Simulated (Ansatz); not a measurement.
# CH₇BSi: basis-set convergence

One table from this session's results is given with a row withheld; the runs are named, their logs left out.

Method: one geometry, several basis sets; program: Ansatz 0.2.0, Gaussian basis.

Levels to be run: PBE0-D4/def2-SVP; ωB97M-V/def2-SVP; PBE0-D4/def2-QZVPP; ωB97M-V/def2-QZVPP; the functionals' def2-TZVPP values are taken from earlier runs.

1 further run of the same task is left out (it didn't finish).

## The geometry

The geometry comes from an earlier relaxation with PBE0-D4 in a triple-zeta def2 set; it is a stationary point, not always the lowest conformer.

SMILES `BC[SiH3]`, 10 atoms, charge 0, spin multiplicity 1.

Atoms are counted from 1 here; the program's logs count them from 0.

Bond lengths: B1–C2 1.532 Å, B1–H4 1.198 Å, B1–H5 1.198 Å, C2–Si3 1.896 Å, C2–H6 1.094 Å, C2–H7 1.094 Å, Si3–H8 1.486 Å, Si3–H9 1.486 Å, Si3–H10 1.486 Å. Angles: C2–B1–H4 120.7°, C2–B1–H5 120.6°, H4–B1–H5 118.6°, B1–C2–Si3 106.4°, B1–C2–H6 115.0°, B1–C2–H7 115.0°, Si3–C2–H6 104.4°, Si3–C2–H7 104.2°, H6–C2–H7 110.5°, C2–Si3–H8 110.8°, C2–Si3–H9 108.7°, C2–Si3–H10 111.0°, H8–Si3–H9 108.8°, H8–Si3–H10 108.7°, H9–Si3–H10 108.7°.

As a file:

```xyz
10

B    -0.2163   -0.8729   -1.2382
C     0.4528   -0.6945    0.1285
Si   -0.0997    0.9999    0.7769
H    -1.3162   -1.3402   -1.3235
H     0.3194   -0.4810   -2.2355
H     1.5449   -0.6340    0.1049
H     0.1240   -1.3971    0.9002
H    -1.5736    1.0418    0.9579
H     0.5507    1.2431    2.0907
H     0.2969    2.0837   -0.1589
```

Set-up of the first run:

Contents of in.yaml:

```yaml
crystal:
  periodic: [false, false, false]
  atoms:
    - {symbol: B, position_ang: [-0.216279, -0.872890, -1.238163]}
    - {symbol: C, position_ang: [0.452826, -0.694453, 0.128532]}
    - {symbol: Si, position_ang: [-0.099666, 0.999903, 0.776868]}
    - {symbol: H, position_ang: [-1.316220, -1.340167, -1.323453]}
    - {symbol: H, position_ang: [0.319424, -0.480992, -2.235510]}
    - {symbol: H, position_ang: [1.544936, -0.634019, 0.104892]}
    - {symbol: H, position_ang: [0.124017, -1.397063, 0.900228]}
    - {symbol: H, position_ang: [-1.573595, 1.041799, 0.957884]}
    - {symbol: H, position_ang: [0.550734, 1.243095, 2.090669]}
    - {symbol: H, position_ang: [0.296923, 2.083687, -0.158947]}
basis:
  gaussian: {orbitals: def2-SVP}
hamiltonian: {xc: pbe0, dispersion: d4}
output: {orbitals: {seedname: orbitals}}
```

On the command line:

```console
$ ansatz run in.yaml --threads 2 --pin off --events-out ev --progress --plain --max-ram 4352MiB
```

Among the steps run: PBE0-D4 in def2-SVP; ωB97M-V in def2-SVP; PBE0-D4 in def2-QZVPP; ωB97M-V in def2-QZVPP.

One table of the session follows, with a row left open; its other results are not shown here.

It belongs to the step «Density functionals: the series». 

```
functional       basis  HOMO (eV)
   PBE0-D4    def2-SVP      -9.03
   PBE0-D4  def2-TZVPP      -9.05
   PBE0-D4  def2-QZVPP      -9.05
   ωB97M-V    def2-SVP          ?
   ωB97M-V  def2-TZVPP     -11.29
   ωB97M-V  def2-QZVPP     -11.29
```

**Question.** Estimate the row for ωB97M-V, def2-SVP.

As computed: HOMO (eV): -11.27. In the column «HOMO (eV)» it lies between ωB97M-V, def2-QZVPP (-11.29) and PBE0-D4, def2-TZVPP (-9.05).
